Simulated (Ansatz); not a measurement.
# Worked example: correlation energy of H2B–B⁺, doublet

Geometry: that of the H2B–B, triplet, kept fixed.

```json
{"atom": "B", "x (Å)": "0.0000", "y (Å)": "0.0000", "z (Å)": "0.6756"}
{"atom": "B", "x (Å)": "0.0000", "y (Å)": "0.0000", "z (Å)": "-0.9095"}
{"atom": "H", "x (Å)": "0.0000", "y (Å)": "1.0479", "z (Å)": "1.2540"}
{"atom": "H", "x (Å)": "0.0000", "y (Å)": "-1.0479", "z (Å)": "1.2540"}
```

Basis cc-pVDZ; Ansatz 0.2.0. Correlated methods freeze the noble-gas cores, which leaves 7 electrons in 36 orbitals. Prefix R: restricted or restricted open-shell reference; prefix U: unrestricted.

Full CI isn't at hand for all of this; UCCSDTQ serves as the reference, and is uncertain by about the last step of the cluster series.

Runs differ by some tens of microhartree through their thresholds and, for an open shell, their frozen cores, so steps under 0.03 kcal/mol mean nothing.

```tsv
level	total energy (hartree)
UHF	-50.077359
UMP2	-50.178967
UCCSD	-50.210252
UCCSD(T)	-50.213246
UCCSDT	-50.214104
UCCSDT(Q)	-50.214218
UCCSDTQ	-50.214230
```

Task: What is the correlation energy at UCCSDTQ, and what share of it do UMP2 and UCCSDT recover?

Result: E(corr) = -50.214230 − (-50.077359) = -0.136871 hartree = -3.724 eV. UMP2: -0.101608 / -0.136871 = 74.24 %. UCCSDT: -0.136745 / -0.136871 = 99.91 %.

Task: By how many kcal/mol does UCCSD(T) miss UCCSDTQ (1 hartree = 627.509 kcal/mol), and which steps make up the rest?

Result: -50.213246 − (-50.214230) = 0.000984 hartree = 0.62 kcal/mol. Steps: UCCSDT − UCCSD(T) = -0.54, UCCSDT(Q) − UCCSDT = -0.07, UCCSDTQ − UCCSDT(Q) = -0.01 kcal/mol. That is within 1 kcal/mol of the reference in this basis, which itself misses far more of the correlation at the basis-set limit.
